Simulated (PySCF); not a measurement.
**Ar: ionisation energy**

Ar [Ar] → Ar⁺ [Ne] 3s2 3p5 [3p1/2^2 3p3/2^3, M_J = 3/2], as a difference of total energies. Calculation: PySCF 2.14, in x2c-QZVPPall-2c (9s7p4d2f1g, 73 functions); the two-component X2C-1e Hamiltonian. Correlated levels: [Ne] frozen; the 10 highest virtual spinors dropped. "Screened" scales the spin-orbit matrix elements by Boettger's factors to mimic the two-electron term; Breit and QED terms are absent.

```json
{"method": "GHF (spin-free)", "ionisation energy (eV)": "14.688"}
{"method": "GMP2 (spin-free)", "ionisation energy (eV)": "15.796"}
{"method": "GHF (screened spin-orbit)", "ionisation energy (eV)": "14.625"}
{"method": "GMP2 (screened spin-orbit)", "ionisation energy (eV)": "15.734"}
```

**Question.** How much does correlation contribute at GMP2 (screened spin-orbit)?

**Answer.** 15.734 − (14.625) = 1.109 eV, measured against GHF (screened spin-orbit).

Errors of the correlated levels include the incompleteness of this basis and the frozen core.

For comparison: 15.760 eV (measured; NIST Atomic Spectra Database, ionization energies).
